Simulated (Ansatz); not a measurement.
One change: `COC(=O)OC` becomes `CCCC(=O)OC`.

Ansatz, PBE0-D4/def2-TZVP geometries, multiplicity 1. Each molecule was computed in one conformer, which needn't be the lowest.

```tsv
property	`COC(=O)OC`
size of the dipole moment (PBE/def2-TZVPP) / D	0.49
HOMO–LUMO gap (PBE0/def2-TZVPP) / eV	9.64
LUMO energy (PBE0/def2-TZVPP) / eV	1.21
HOMO energy (ωB97M-V/def2-TZVPP) / eV	-10.92
HOMO energy (B3LYP/def2-TZVPP) / eV	-8.16
HOMO–LUMO gap (PBE/def2-TZVPP) / eV	6.69
```

Question: Give the same properties after the change, and the shifts. (Estimate.)

Answer: Ansatz gave: 
| property | `CCCC(=O)OC` | shift |
| --- | --- | --- |
| size of the dipole moment (PBE/def2-TZVPP) / D | 1.61 | 1.12 |
| HOMO–LUMO gap (PBE0/def2-TZVPP) / eV | 8.38 | -1.26 |
| LUMO energy (PBE0/def2-TZVPP) / eV | 0.45 | -0.76 |
| HOMO energy (ωB97M-V/def2-TZVPP) / eV | -10.39 | 0.53 |
| HOMO energy (B3LYP/def2-TZVPP) / eV | -7.68 | 0.48 |
| HOMO–LUMO gap (PBE/def2-TZVPP) / eV | 5.56 | -1.13 |

With PBE0 the HOMO rises by 0.50 eV and the LUMO falls by 0.76 eV, so the gap narrows by about 1.26 eV. PBE moves the HOMO by 0.41 eV and ωB97M-V by 0.53 eV. Dipoles are sizes alone; their direction can turn.

B3LYP here is the variant with VWN-RPA as its local correlation; programs differ in this.
